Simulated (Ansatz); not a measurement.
# CH5BS (SMILES CBS): a rigid scan of the bond length C1–B2

The task here is to estimate one member of a computed series from the others.

Computed with Ansatz 0.2.0, Gaussian basis. Level: single points in def2-TZVPP.

Levels: PBE-D4, r2SCAN-D4, PBE0-D4, B3LYP-D4, wB97M-V, Hartree-Fock, MP2, CCSD, CCSD(T). The scan takes 1.402, 1.433, 1.479, 1.533, 1.592, 1.656, 1.724, 1.795, 1.870 Å.

Cores are frozen in the correlated methods. B3LYP uses VWN-RPA correlation.

29 further runs of the same task are left out: 29 set aside as unsound or not needed.

## Where the work starts

The minimum, relaxed at PBE0-D4: 8 atoms, charge 0, spin multiplicity 1.

Atoms are counted from 1 here; the program's logs count them from 0.

Bond lengths: C1–B2 1.558 Å, C1–H4 1.096 Å, C1–H5 1.096 Å, C1–H6 1.092 Å, B2–S3 1.782 Å, B2–H7 1.195 Å, S3–H8 1.343 Å. Angles: B2–C1–H4 109.5°, B2–C1–H5 109.5°, B2–C1–H6 115.2°, H4–C1–H5 105.3°, H4–C1–H6 108.4°, H5–C1–H6 108.4°, C1–B2–S3 119.7°, C1–B2–H7 121.8°, S3–B2–H7 118.5°, B2–S3–H8 98.9°.

As a file:

```
C    -0.63271    0.84793   -0.26577
B     0.34261   -0.36183   -0.15430
S     0.59810   -1.14800    1.42447
H    -1.41386    0.62268   -1.00110
H    -0.09679    1.71441   -0.67029
H    -1.11327    1.14457    0.66832
H     0.93232   -0.78519   -1.10384
H     1.47580   -2.09167    1.04681
```

Energies of the minimum (eV), from earlier single points: PBE-D4 -12624.64953, r2SCAN-D4 -12630.16260, PBE0-D4 -12625.99888, B3LYP-D4 -12633.10285, wB97M-V -12630.23637, CCSD(T) -12614.84090.

At the minimum the bond length C1–B2 is 1.558 Å.

The first run:

ccsdt-tzvpp/in.yaml reads:

```yaml
crystal:
  periodic: [false, false, false]
  atoms:
    - {symbol: C, position_ang: [-0.632711, 0.847926, -0.265769]}
    - {symbol: B, position_ang: [0.244987, -0.240737, -0.165462]}
    - {symbol: S, position_ang: [0.500479, -1.026910, 1.413312]}
    - {symbol: H, position_ang: [-1.413862, 0.622676, -1.001100]}
    - {symbol: H, position_ang: [-0.096794, 1.714406, -0.670285]}
    - {symbol: H, position_ang: [-1.113267, 1.144572, 0.668322]}
    - {symbol: H, position_ang: [0.834698, -0.664098, -1.114995]}
    - {symbol: H, position_ang: [1.378174, -1.970579, 1.035650]}
basis:
  gaussian: {orbitals: def2-TZVPP}
correlation: {method: ccsd_t}
```

No record of the launch command was kept for these runs.

Steps of the session up to this table: C1–B2 = 1.402 Å; C1–B2 = 1.433 Å; C1–B2 = 1.479 Å; C1–B2 = 1.533 Å; C1–B2 = 1.592 Å; C1–B2 = 1.656 Å; C1–B2 = 1.724 Å; C1–B2 = 1.795 Å; C1–B2 = 1.870 Å.

One of the session's tables, all rows but one given; the rest of the session is left out.

Energies less that of the minimum at the same level (kJ/mol):

| bond length (Å) | PBE-D4 | PBE0-D4 | B3LYP-D4 | wB97M-V | Hartree-Fock |
| --- | --- | --- | --- | --- | --- |
| 1.402 | 39.9 | 38.3 | 39.0 | 39.0 | 46.5 |
| 1.433 | 24.7 | 23.3 | 23.9 | 23.8 | 29.3 |
| 1.479 | 9.6 | 8.6 | 9.1 | 8.9 | 11.9 |
| 1.533 | 1.1 | 0.8 | 1.0 | 0.9 | 1.7 |
| 1.558 (minimum) | 0.0 | 0.0 | 0.0 | 0.0 | 0.0 |
| 1.592 | 0.8 | 1.3 | 1.1 | 1.2 | 0.3 |
| 1.656 | 8.3 | 10.0 | 9.1 | 9.7 | 7.7 |
| 1.724 | 22.8 | 25.9 | 24.2 | 25.4 | 22.8 |
| 1.795 | ? | ? | ? | ? | ? |
| 1.870 | 67.4 | 74.0 | 70.1 | 73.6 | 71.7 |

**Question.** Estimate the row for bond length (Å) = 1.795.

Worked estimate for «PBE-D4». A straight line through the neighbours (1.724, 22.8) and (1.870, 67.4) gives 22.8 + (67.4 − 22.8) × (1.795 − 1.724) / (1.870 − 1.724) = 44.5; a parabola fitted to 3 rows on both sides gives 42.2.

**Answer.** PBE-D4: 42.8; PBE0-D4: 47.5; B3LYP-D4: 44.8; wB97M-V: 47.0; Hartree-Fock: 44.5. In «PBE-D4» the line misses by +1.7 and the parabola by -0.6.
